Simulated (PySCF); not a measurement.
Dipole moment and polarisability of thioacrolein

Thioacrolein, C₃H₄S.
Geometry (PBE0-D3(BJ)/def2-TZVP, Å), atoms numbered from 1 in this order:
```
atom  x, y, z in Å
C1    -1.2440    0.1960    0.0280
C2    -0.0916   -0.4734    0.1177
C3     1.1793    0.1640   -0.1251
S4     2.6184   -0.5702   -0.0494
H5    -2.1984   -0.2833    0.2091
H6    -1.2603    1.2496   -0.2316
H7    -0.0697   -1.5274    0.3767
H8     1.1210    1.2261   -0.3779
```

Level: CAM-B3LYP/aug-cc-pVTZ (PySCF), static field, nuclei fixed, core orbitals frozen in the response. The polarisability tensor in these axes (au):

```
x   102.56 -12.91  -1.07
y   -12.91  54.14  -2.35
z    -1.07  -2.35  41.53
```

What are the eigenvalues, a third of the trace, and Δα (Δα² = ½Σ(αi − αj)² over the three pairs)?

Principal values 40.88, 51.55 and 105.79 au; mean 66.08 au = 9.79 Å³ = 10.89 × 10⁻⁴⁰ C²·m²/J; Δα = 60.28 au (91 % of the mean).

What is the dipole moment, and where does it point?

(-2.83, 0.88, -0.02) D, 2.97 D in size, pointing from the negative to the positive side. Measured along this direction, the outermost atoms are S4 at the negative end and H5 at the positive end.

What depolarisation ratio follows for Rayleigh scattering of linearly polarised light, taking the static tensor?

ρ = 3Δα²/(45ᾱ² + 4Δα²) = 10901.8/(196470 + 14535.8) = 0.0517.

Find the Langevin capture rate constant for H3O+ (19.018 u) meeting this molecule (72.003 u), k = 2.342 × 10⁻⁹ cm³/s × √(α in Å³ / reduced mass in u).

The reduced mass is 15.04 u, so k = 1.89 × 10⁻⁹ cm³/s. The formula leaves out the permanent dipole, which adds to the capture rate.

What would n − 1 = 2πNα be for an ideal gas of these molecules at 298.15 K and 1 atm, electronic part alone?

N = p/kT = 2.4615 × 10¹⁹ cm⁻³, so n − 1 = 2π × N × 9.79 × 10⁻²⁴ cm³ = 1514 × 10⁻⁶ at long wavelengths, for an ideal gas.

What molar refraction does this α imply?

Lorentz–Lorenz: R = (4π/3)N_A α = 2.5225 cm³/(mol·Å³) × 9.79 Å³ = 24.7 cm³/mol, in the limit of long wavelengths.

Directions of the eigenvectors, and the extent of the frame along each?

Largest value along (0.97, -0.24, -0.01), where the nuclei span 4.74 Å; middle along (0.23, 0.94, -0.25), 3.05 Å; least along (0.07, 0.24, 0.97), 0.01 Å. The response follows the extents in order.

Isolated species at its PBE0-D3(BJ)/def2-TZVP geometry (one conformer only).
